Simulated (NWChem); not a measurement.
## Polarisability of hydrogen chloride (HCl)

```xyz
2

Cl     0.0000     0.0000     0.0716
H      0.0000     0.0000    -1.2180
```
Charge 0, spin multiplicity 1.

The numbers come from NWChem runs, not from measurements. The geometry was optimised at B3LYP/def2-SVP, a minimum by its harmonic frequencies.

Basis set: def2-SVPD. Static limit.

| method | isotropic polarisability (bohr³) | difference from CCSD linear response |
|---|---|---|
| BHandHLYP | 16.89 | -0.25 |
| HF | 16.39 | -0.75 |
| PBE | 17.88 | +0.74 |
| CCSD linear response | 17.14 | 0.00 |
| B3LYP | 17.50 | +0.36 |

The values span 1.49 bohr³, from HF (lowest) to PBE (highest). 

The correlated methods keep 5 core orbitals frozen. B3LYP has NWChem's definition, with VWN1-RPA local correlation. Coupled-cluster values serve here as a point of comparison, not as the truth.
